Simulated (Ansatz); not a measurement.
**C₂H₄O₂ (singlet): wave-function methods side by side, cc-pVTZ**

The task here is to estimate one member of a computed series from the others.

The runs use Ansatz 0.2.0, Gaussian basis; cc-pVTZ, core rule «outside noble gas», up to 4 orbitals frozen.

The runs, in order: UHF; CCSD(T) on RHF; BCCD(T) on RHF.

20 further runs of the same task are left out: 2 that didn't finish, 18 set aside as unsound or not needed.

**The system**

The geometry is an MP2(full)/6-31G* stationary point (not a proven minimum).

8 atoms, charge 0, spin multiplicity 1.

Atoms are counted from 1 here; the program's logs count them from 0.

Bond lengths: C1–O2 1.214 Å, C1–O3 1.345 Å, C1–H4 1.097 Å, O3–C5 1.443 Å, C5–H6 1.087 Å, C5–H7 1.090 Å, C5–H8 1.090 Å. Angles: O2–C1–O3 125.7°, O2–C1–H4 125.1°, O3–C1–H4 109.1°, C1–O3–C5 114.0°, O3–C5–H6 105.1°, O3–C5–H7 110.3°, O3–C5–H8 110.3°, H6–C5–H7 110.9°, H6–C5–H8 110.9°, H7–C5–H8 109.3°.

As a file:

```mol
C2H4O2
  3D, bonds by distance, orders not assigned

  8  7  0  0  0  0  0  0  0  0999 V2000
   -0.8795   -0.0633    0.0000 C   0  0
   -0.6593   -1.2576    0.0000 O   0  0
    0.0517    0.9074    0.0000 O   0  0
   -1.8767    0.3952    0.0000 H   0  0
    1.4086    0.4179    0.0000 C   0  0
    2.0318    1.3088    0.0000 H   0  0
    1.5928   -0.1856    0.8894 H   0  0
    1.5928   -0.1856   -0.8894 H   0  0
  1  2  8  0
  1  3  8  0
  1  4  8  0
  3  5  8  0
  5  6  8  0
  5  7  8  0
  5  8  8  0
M  END
```

Set-up of the first run:

Input file in.yaml:

```yaml
crystal:
  periodic: [false, false, false]
  atoms:
    - {symbol: C, position_ang: [-0.879518, -0.063269, 0.000000]}
    - {symbol: O, position_ang: [-0.659328, -1.257612, 0.000000]}
    - {symbol: O, position_ang: [0.051691, 0.907438, 0.000000]}
    - {symbol: H, position_ang: [-1.876669, 0.395195, 0.000000]}
    - {symbol: C, position_ang: [1.408590, 0.417884, 0.000000]}
    - {symbol: H, position_ang: [2.031825, 1.308761, 0.000000]}
    - {symbol: H, position_ang: [1.592812, -0.185575, 0.889397]}
    - {symbol: H, position_ang: [1.592812, -0.185575, -0.889397]}
basis:
  gaussian: {orbitals: cc-pVTZ}
magnetization: {spin_polarized: true, initial_magnetization: 0}
hamiltonian: {xc: hf}
output: {orbitals: {seedname: orbitals}}
```

Command:

```sh
$ ansatz run in.yaml --threads 1 --pin off --events-out ev --progress --plain --max-ram 2560MiB --backend cpu
```

Steps of the session up to this table: UHF; CCSD(T) on RHF; BCCD(T) on RHF.

One of the session's tables, all rows but one given; the rest of the session is left out.

| method | from RCCSD(T) (meV) |
| --- | --- |
| RHF | +23184.1 |
| RMP2 | +1361.0 |
| RCCSD | +934.8 |
| RCCSD(T) | 0 |
| BCCD(T) | ? |

Estimate the missing values for BCCD(T).

As computed: from RCCSD(T) (meV): -8.5. In the column «from RCCSD(T) (meV)» it is the lowest.

With the free atoms at the same levels and basis (separate runs), the atomisation energy is 33.129 eV at RCCSD(T), 23.627 eV at RHF.
